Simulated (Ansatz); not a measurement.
Worked example: correlation energy of Al2H⁺, triplet

Geometry: that of the Al2H, quartet, kept fixed.

```yaml
atoms:
  - { symbol: Al, position_ang: [0.0000, 0.0000, 0.2591] }
  - { symbol: Al, position_ang: [0.0000, 0.0000, -2.1014] }
  - { symbol: H, position_ang: [0.0000, 0.0000, 1.8423] }
```

Basis 6-31G; Ansatz 0.2.0. Only valence electrons are correlated (noble-gas cores frozen), which leaves 6 electrons in 18 orbitals. R marks a restricted (for open shells ROHF) determinant, U an unrestricted one.

Full CI is exact within this basis and frozen core; it isn't the basis-set limit. The frozen core follows each run's orbitals, which can shift R against U totals by a few meV.

Runs differ by some tens of microhartree through their thresholds and, for an open shell, their frozen cores, so steps under 0.1 kcal/mol mean nothing.

```
    level  total energy (hartree)
      UHF             -484.055093
     UMP2             -484.092441
    UCCSD             -484.113102
 UCCSD(T)             -484.114395
   UCCSDT             -484.115169
UCCSDT(Q)             -484.115232
  UCCSDTQ             -484.115257
  full CI             -484.115248
```

Question: What is the correlation energy at full CI, and what share of it do UMP2 and UCCSDT recover?

Answer: E(corr) = -484.115248 − (-484.055093) = -0.060155 hartree = -1.637 eV. UMP2: -0.037348 / -0.060155 = 62.09 %. UCCSDT: -0.060076 / -0.060155 = 99.87 %.

Question: By how many kcal/mol does UCCSD(T) miss full CI (1 hartree = 627.509 kcal/mol), and which steps make up the rest?

Answer: -484.114395 − (-484.115248) = 0.000853 hartree = 0.54 kcal/mol. Steps: UCCSDT − UCCSD(T) = -0.49, UCCSDT(Q) − UCCSDT = -0.04, UCCSDTQ − UCCSDT(Q) = -0.02, full CI − UCCSDTQ = 0.01 kcal/mol. That is within 1 kcal/mol of the reference in this basis, which itself misses far more of the correlation at the basis-set limit.
